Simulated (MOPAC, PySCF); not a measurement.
C2H6S, SMILES `CSC`, neutral singlet in the gas phase. 

Cartesian coordinates (Å):
```xyz
9

C     -1.3817     0.0007     0.0976
S      0.0546    -0.6012     1.0357
C      1.3836    -0.0218    -0.0612
H     -2.2812    -0.2874     0.6602
H     -1.3650     1.0975    -0.0036
H     -1.4293    -0.4578    -0.9029
H      2.3367    -0.3251     0.3951
H      1.3090    -0.4801    -1.0601
H      1.3733     1.0752    -0.1608
```
Charge 0, multiplicity 1.

All levels are single points at this geometry (B3LYP-D3(BJ)/def2-SVP); Pople sets use spherical d functions. Orbital energies aren't observables, and empty levels follow the basis.

HF/3-21G in PySCF gives dipole (D) = 1.92.

**Question.** Estimate the dipole (D) from each of these levels: ωB97X-D3(BJ)/def2-TZVP in PySCF; B3LYP/6-31G* in PySCF; BP86/6-31G* in PySCF; M06-2X/6-31G* in PySCF; SVWN5/6-31G* in PySCF; HF/STO-3G in PySCF; AM1 in MOPAC; PM3 in MOPAC.

**Answer.** 
| level | dipole (D) |
|---|---|
| ωB97X-D3(BJ)/def2-TZVP in PySCF | 1.60 |
| B3LYP/6-31G* in PySCF | 1.70 |
| BP86/6-31G* in PySCF | 1.72 |
| M06-2X/6-31G* in PySCF | 1.70 |
| SVWN5/6-31G* in PySCF | 1.78 |
| HF/STO-3G in PySCF | 0.88 |
| AM1 in MOPAC | 1.80 |
| PM3 in MOPAC | 2.02 |
